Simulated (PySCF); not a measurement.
Start geometry of `NC1CCCC1` from MMFF94s (Å):
```
atom  x, y, z in Å
N1     2.1662    0.0881    0.6343
C2     0.7173    0.1937    0.6123
C3     0.0269   -1.1570    0.4591
C4    -1.3919   -0.7900    0.0322
C5    -1.2893    0.5794   -0.6449
C6     0.1857    0.9682   -0.5890
H7     2.4953   -0.3708   -0.2144
H8     2.5762    1.0213    0.6243
H9     0.3811    0.6740    1.5397
H10    0.0407   -1.7446    1.3825
H11    0.5013   -1.7573   -0.3279
H12   -2.0485   -0.7224    0.9074
H13   -1.8145   -1.5454   -0.6379
H14   -1.8977    1.3095   -0.0987
H15   -1.6554    0.5526   -1.6762
H16    0.6828    0.6514   -1.5149
H17    0.3239    2.0493   -0.4879
```

What comes out of this run: PySCF, PBE0-D3(BJ)/def2-SVP geometry optimisation, gas phase?

```
atom  x, y, z in Å
N1     2.1632    0.0598    0.7094
C2     0.7297    0.1933    0.5850
C3     0.0172   -1.1504    0.4446
C4    -1.4097   -0.7909    0.0186
C5    -1.3081    0.5940   -0.6737
C6     0.1758    0.9720   -0.6170
H7     2.5445   -0.3551   -0.1409
H8     2.5994    0.9756    0.7972
H9     0.3611    0.6796    1.5085
H10    0.0705   -1.7537    1.3625
H11    0.5258   -1.7275   -0.3491
H12   -2.0671   -0.7293    0.8998
H13   -1.8482   -1.5558   -0.6393
H14   -1.9158    1.3371   -0.1343
H15   -1.6898    0.5759   -1.7054
H16    0.7028    0.6191   -1.5220
H17    0.3496    2.0575   -0.5451
```

The energy falls by 1.8 kcal/mol over 5 energy and gradient evaluations, the largest force component goes from 0.0214 to 1.5e-04 Eh/bohr, and the atoms move by 0.056 Å rms after alignment. The bond that changes most is C4–C5 (both ends ring CH2 carbon), which lengthens by 0.020 Å. Bonds longer at the end by more than 0.005 Å: 11 of 17; shorter: 1. Among the angles that change most is N1–C2–C6, from 113.4° to 118.2°. Rotational constants go from 6406, 3056, 2299 to 6383, 2991, 2253 MHz. The orientation of the end geometry is arbitrary; only internal coordinates are fixed.

The run used 139 basis functions and 30 SCF cycles in all. The force-field search had found conformers at 0.0, 0.1, 0.8 kcal/mol (up to eight listed); the lowest was the start. Time: 35 s wall. Hardware: an Arm Neoverse V2 with one thread, on a shared host.

No PBE0-D3(BJ)/def2-SVP frequencies stand behind this structure, so it isn't proved a minimum. One conformer, not necessarily the lowest.
